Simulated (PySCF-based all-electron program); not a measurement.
AlH₃O₂, singlet: how the functional moves the forces

Calculated with an in-house all-electron program built on PySCF, in large uncontracted Gaussian sets near the basis limit; the spin-free Dirac equation, no spin–orbit coupling, spin-restricted. Forces are good to about 0.010 eV/Å. In part, the full relativistic part was added along one bond alone. Atoms are numbered as listed.

```xyz
6

Al    0.0000    0.0000    0.0000
O     1.5177    0.0000   -0.7901
H     1.6304    0.0000   -1.7495
O    -1.5177    0.0000   -0.7901
H    -1.6304    0.0000   -1.7495
H     0.0000    0.0000    1.5740
```

Task: What forces does PBE give?

Result: 

```json
{"atom": "Al1", "Fx": "0.002", "Fy": "0.000", "Fz (eV/Å)": "0.004"}
{"atom": "O2", "Fx": "-0.066", "Fy": "0.000", "Fz (eV/Å)": "-0.067"}
{"atom": "H3", "Fx": "0.006", "Fy": "0.000", "Fz (eV/Å)": "0.088"}
{"atom": "O4", "Fx": "0.064", "Fy": "0.000", "Fz (eV/Å)": "-0.068"}
{"atom": "H5", "Fx": "-0.006", "Fy": "0.000", "Fz (eV/Å)": "0.088"}
{"atom": "H6", "Fx": "0.000", "Fy": "0.000", "Fz (eV/Å)": "-0.044"}
```
